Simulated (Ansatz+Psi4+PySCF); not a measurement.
A calculation with Psi4 1.11.

```
molecule {
1 2
O 0.036700 1.113520 0.000000
H -0.917550 1.328880 0.000000
Cl 0.036700 -0.602180 0.000000
}

basis {
assign Cl cc-pV(T+d)Z
assign H cc-pVTZ
assign O cc-pVTZ
}
set reference rohf
set scf_type pk
energy('scf')
```

The input is written out from the run's settings.

Output:

| Item | Value |
| --- | --- |
| Converged | yes |
| Total energy | -534.50827 hartree |
| Spin squared of the determinant | 0.750 |
| Occupied orbitals by symmetry in an Abelian subgroup (alpha; beta) | 10 Ap 3 App; 10 Ap 2 App |

This is not the lowest solution: another run reaches a determinant 0.29 eV lower.
